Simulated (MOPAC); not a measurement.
Ligands exchanged one at a time, Al Cl-NH2. Gas-phase values, no solvent. Strings in code marks are SMILES.

Quantity: redistribution energy (mixed species minus the weighted end members), in kcal/mol. Semi-empirical values (MOPAC) are differences of heats of formation.

Case: 1 of 3 Cl replaced by NH2: `[Al]([Cl])([NH2])[Cl]`. The other species in the difference include `[Cl][Al]([Cl])[Cl]` (neutral, multiplicity 1). Geometry of `[Al]([Cl])([Cl])[NH2]` (neutral, multiplicity 1, Å):

```xyz
6

N     -1.0378     0.0036     0.0227
Al     0.7218    -0.0026    -0.0159
Cl     1.7591    -1.8195    -0.1467
Cl     1.7764     1.8070     0.0690
H     -1.6056     0.8423     0.0852
H     -1.6139    -0.8309    -0.0143
```

Q: What is the computed redistribution energy (mixed species minus the weighted end members) (PM7 // PBE-D3(BJ)/def2-TZVP (MOPAC))?

A: -7.29 kcal/mol.
